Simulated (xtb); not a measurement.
CH3S, SMILES C[S] (connectivity only; charge and spin as stated), charge -1, multiplicity 1. All values are semi-empirical tight-binding results from xtb (GFN2-xTB unless named), good for trends rather than for accurate numbers. The structure is a stationary point at GFN2-xTB. The multiplicity is an assumed one; other spin states were not compared. The isomer is the one that the SMILES or the coordinates give; other isomers of the formula were not compared.

- point group as xtb finds it: C3v
- orbital gap: 4.30 eV
- zero-point energy: 22.2 kcal/mol
- G − E(el) at 298.15 K (modified RRHO): 8.0 kcal/mol
- static polarisability (D4 model): 38.6 bohr³
- solvation energy, GFN2-xTB/ALPB(water): -61.8 kcal/mol
- solvation energy, GFN2-xTB/ALPB(ch2cl2): -56.8 kcal/mol
